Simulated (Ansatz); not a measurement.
# Silicon, diamond: r²SCAN0 at the r²SCAN geometry

How do the levels change when part of the exchange is made exact, and what does it cost? Spin polarisation is left out. The geometry was relaxed under r²SCAN beforehand and is kept. Exact exchange is dear, so the k-mesh is coarse, and r²SCAN is run on the same mesh for comparison.

Program: Ansatz 0.2.0. Level of theory: DFT, plane waves (500 eV) with PBE-made PAW files, scalar-relativistic; functionals as named at each step. These are calculated values, not measurements.

### Step 1. The system as given

Symmetry: Fd-3m, No. 227, cubic system. The conventional cell has a = 5.445 Å, b = 5.445 Å, c = 5.445 Å, α = 90.00°, β = 90.00°, γ = 90.00°. Around Si (site symmetry -43m) lie 4 Si at 2.36 Å.

As a file:

```
CELL_PARAMETERS angstrom
0.00000 2.72273 2.72273
2.72273 0.00000 2.72273
2.72273 2.72273 0.00000
ATOMIC_POSITIONS crystal
Si 0.50000 0.50000 0.50000
Si 0.75000 0.75000 0.75000
```

### Step 2. r²SCAN on the coarse mesh

The run with r²SCAN.

input.yaml reads:

```yaml
crystal:
  lattice:
    - [0.0, 2.7227277389, 2.7227277389]
    - [2.7227277389, 0.0, 2.7227277389]
    - [2.7227277389, 2.7227277389, 0.0]
  atoms:
    - { symbol: Si, position: [0.5, 0.5, 0.5] }
    - { symbol: Si, position: [0.75, 0.75, 0.75] }
hamiltonian:
  xc: r2scan
  pseudopotentials:
    kind: paw
    azcp:
      Si: "pseudopotentials/Si.paw.azcp"
basis:
  ecutwfc: 500
  fft_grid_basis: typed
kpoints:
  mp_grid: { grid: [5, 5, 5], shift: [0, 0, 0] }
magnetization:
  spin_polarized: false
scf:
  occupations: { method: fermi_dirac, width: 0.1 }
```

Standard output, shortened:

```text
Warning: RAYON_NUM_THREADS=4 ignored (pool sized by the plan → 4); use --threads N
[...]
Pseudopotentials: kind: paw
Pseudopotential: Si, paw, valence charge 4, recommended cutoff 500 eV (meta_gga), <dir>
Functional definition: r2SCAN
[...]
Crystal: 2 atoms, lattice volume = 40.369 Å³
Basis set: ecut = 500 eV, 965 PW (Γ), exchange–correlation on 120×120×120 points (64 copies of the dense FFT grid, shifted against one another)
Bands: 8, of which v1, the nominal top of the filled ones, is band 4 counted from 1 (3 counted from 0)
Symmetry: 48 space group operations
Space group: Fd-3m (ITA 227), of the structure as read, at distance tolerance 3.4e-5 Å
k-points: 10 of 125
[...]
SCF iter   1: F=—  HF=-1278.057495 eV  |F-HF|=—  |Δ(HF+E_count)|=         —  Δρ=3.47e-3  dr2=3.16e-3  dr2_τ=1.26e-2  ethr=1.77e-3  ⟨swp⟩=5.6  Hψ=701  notcnv=0
[...]
SCF iter   6: F=-1278.073837 eV  HF=-1278.073837 eV  |F-HF|=3.28e-10  |Δ(HF+E_count)|=   7.82e-8  Δρ=1.54e-6  dr2=4.85e-10  dr2_τ=1.68e-12  ethr=1.16e-9  ⟨swp⟩=1.0  Hψ=240  notcnv=0
[...]
SCF converged after 6 iterations
Free energy (F): -1278.073837 eV
[...]
E sigma→0 (E₀):  -1278.073135 eV
Entropy (-TS):   -0.001404 eV (-0.702 meV/atom)
Fermi energy:    6.434041 eV
[...]
```

It took 0.67 s on 4 threads of an x86-64 CPU, shared host; peak memory 0.39 GiB.

### Step 3. r²SCAN0 on the coarse mesh

The run with r²SCAN0.

input.yaml: that of step 2 with these lines changed.

```diff
@@ -9,3 +9,3 @@
 hamiltonian:
-  xc: r2scan
+  xc: r2scan0
   pseudopotentials:
```

Standard output, shortened:

```text
Warning: RAYON_NUM_THREADS=4 ignored (pool sized by the plan → 4); use --threads N
[...]
[... 2 set-up lines as earlier in the session ...]
Functional definition: r2SCAN0
[...]
Crystal: 2 atoms, lattice volume = 40.369 Å³
Basis set: ecut = 500 eV, 965 PW (Γ), exchange–correlation on 120×120×120 points (64 copies of the dense FFT grid, shifted against one another)
Bands: 8, of which v1, the nominal top of the filled ones, is band 4 counted from 1 (3 counted from 0)
[... 2 set-up lines as earlier in the session ...]
k-points: 10 of 125
[...]
SCF iter   1: F=—  HF=-1278.055786 eV  |F-HF|=—  |Δ(HF+E_count)|=         —  Δρ=3.58e-3  dr2=3.41e-3  dr2_τ=1.26e-2  ethr=1.77e-3  ⟨swp⟩=7.5  Hψ=402  notcnv=0
[...]
SCF 1 stopped early in 3 iterations: F = -1278.072081 eV  dr2 = 3.11e-5
[...]
hybrid outer 2: dexx = +4.124e-8 eV, tail = 2.86e-8 eV, Δε = 3.87e-4 eV (about 7.42e-5 eV left of the loop's levels)
hybrid SCF converged: 2 outer / 8 inner (+3 warm-up), last move |dexx| = 4.12e-8 eV, tail = 2.86e-8 eV
Stability not checked: this state was not tested for a lower state beside it, because the functional holds exact exchange (a hybrid, or Hartree-Fock), whose exchange loop this test does not read (fock_operator; see scf.lower_state_search)
Free energy (F): -1277.730118 eV
Frozen-core exchange: fock
[...]
E sigma→0 (E₀):  -1277.730112 eV
Entropy (-TS):   -0.000011 eV (-0.005 meV/atom)
Fermi energy:    6.380344 eV
[...]
--- Band table (eV; the first three rows and the last of 10) ---
  k-point 0: bands = ["-8.2156", "5.4647", "5.4647", "5.4647", "9.5165", "9.5165"]
[...]
  guard bands above this table: 2 of the run's 8 bands. The solve was not asked for them (output.publish_guard_bands: true or output.eigenvalues: true publishes all)
```

Run time: 25 s. Hardware: 4 threads of an x86-64 CPU, shared host; peak memory 0.85 GiB.

### Step 4. The functionals compared

| functional | gap on the mesh | Fermi energy (eV) | SCF cycles | exchange loops | CPU time |
| --- | --- | --- | --- | --- | --- |
| r²SCAN | 0.77 eV | 6.434 | 6 | - | 1.5 s |
| r²SCAN0 | 1.90 eV | 6.380 | 11 | 2 | 13 s |

### Step 5. Outcome

| quantity | value |
| --- | --- |
| r²SCAN: gap | 0.77 eV |
| r²SCAN0: gap | 1.90 eV |
| r²SCAN0: SCF cycles, exchange loops | 11, 2 |
| r²SCAN0: CPU time over that of r²SCAN | 9.2 |

**Reading.** Exact exchange widens the gap from 0.77 eV (r²SCAN) to 1.90 eV (r²SCAN0). The hybrid took 9.2 times as much CPU time as r²SCAN on the same settings. The exchange operator of r²SCAN0 was renewed in 2 outer loops. Band edges may lie between mesh points, so the true gap at this level can be smaller. The total energies in the logs cannot be compared from one functional to another.
